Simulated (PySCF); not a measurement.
Diamond-structure Ge: correlation energy from several methods in one and the same small orbital space (PySCF; 2 atoms at the zone centre, 8 electrons in 17 orbitals, empty ones MP2 natural orbitals of a TZ basis, lattice constant set to 5.48826 Å). Its volume lies 9 % below that of the crystal's usual cell. It tests the methods against each other and lies far from the crystal's limit.

Full CI gives -2.1508 eV per atom.

Task: What share of it do MP2, CCSD, CCSD(T), CCSDT, CCSDT(Q), CCSDTQ recover?

Result: MP2 63.3 %; CCSD 99.2 %; CCSD(T) 99.4 %; CCSDT 99.5 %; CCSDT(Q) 99.7 %; CCSDTQ 100.0 %.

| method | E_corr (eV per atom) | share of full CI (%) | error (meV) |
|---|---|---|---|
| MP2 | -1.3615 | 63.3 | 789 |
| CCSD | -2.1345 | 99.2 | 16 |
| CCSD(T) | -2.1379 | 99.4 | 13 |
| CCSDT | -2.1403 | 99.5 | 10 |
| CCSDT(Q) | -2.1453 | 99.7 | 5 |
| CCSDTQ | -2.1507 | 100.0 | 0 |
| full CI | -2.1508 | 100.0 | 0 |

The Hartree–Fock determinant has a weight of 0.85 in the full CI state.

MP2, (T) and (Q) use filled levels shifted down by the Madelung term, which in so small a cell is a large part of the gap, so these rows hang on it.
